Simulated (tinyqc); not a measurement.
RKS/BLYP in the sto-3g basis, for HF, spin multiplicity 1, step by step. Computed by tinyqc, a small Python program that keeps every step (integrals from PySCF). Settings: charge = 0, multiplicity = 1, basis = sto-3g, energy threshold = 1e-10, iteration cap = 67, orthogonalisation = symmetric, start = random, DIIS depth = 0, damping = 0.7, shift = 0.5, method = RKS, functional = blyp, grid = [10, 14]. Command: `OMP_NUM_THREADS=1 python tinyqc.py 26071 26072 out.jsonl` (the two numbers bound the seeds that draw the settings). One thread of a shared host (Intel(R) Xeon(R) Processor @ 2.60GHz), about 0.5 s of CPU time with the checks.

Geometry (angstrom):
```
atom         x         y         z
F     0.000000  0.000000  0.000000
H     0.000000  0.000000  1.041000
```

Stop when the energy changes by less than 1e-10 hartree and every element of the error matrix X^T (F D S - S D F) X is below 3e-06.

Course of the cycle:
```
iteration   E (hartree)     change  largest element of the error matrix
1          -93.31385774          -                             1.15e+01
2          -94.96348611  -1.65e+00                             8.00e+00
3          -96.06962859  -1.11e+00                             5.57e+00
4          -96.83327514  -7.64e-01                             3.89e+00
5          -97.36851759  -5.35e-01                             2.72e+00
6          -97.74608220  -3.78e-01                             1.91e+00
7          -98.01301493  -2.67e-01                             1.34e+00
8          -98.20183058  -1.89e-01                             9.38e-01
9          -98.33538059  -1.34e-01                             6.58e-01
10         -98.42982385  -9.44e-02                             4.61e-01
11         -98.49660456  -6.68e-02                             3.24e-01
12         -98.54382621  -4.72e-02                             2.27e-01
13         -98.57722267  -3.34e-02                             1.59e-01
14         -98.60084816  -2.36e-02                             1.12e-01
...                 ...        ...                                  ...
54         -98.65832153  -4.38e-08                             1.40e-04
55         -98.65832156  -3.21e-08                             1.21e-04
56         -98.65832158  -2.36e-08                             1.04e-04
57         -98.65832160  -1.73e-08                             9.01e-05
58         -98.65832162  -1.27e-08                             7.78e-05
59         -98.65832162  -9.34e-09                             6.72e-05
60         -98.65832163  -6.87e-09                             5.80e-05
61         -98.65832164  -5.06e-09                             5.01e-05
62         -98.65832164  -3.73e-09                             4.33e-05
63         -98.65832164  -2.75e-09                             3.74e-05
64         -98.65832164  -2.03e-09                             3.23e-05
65         -98.65832165  -1.50e-09                             2.79e-05
66         -98.65832165  -1.10e-09                             2.41e-05
67         -98.65832165  -8.16e-10                             2.08e-05
```

Can the last value be used, and what does the course show?

Not by the stop rule, although the second column moves by less than 1e-07 over the last three steps. Not converged within the cap of 67 iterations: the residual falls steadily but slowly, by a factor of about 0.86 a step. Reruns (cap 100 unless said): DIIS 8: converged in 8; damping 0.5: converged in 47; level shift 0.5: converged in 21; atomic densities as start, DIIS 8: converged in 7; the original settings with a cap of 400: converged in 81. PySCF RKS in the same basis, fine grid = -98.89295199 hartree, which differs from a converged run on this coarse grid by the grid error.
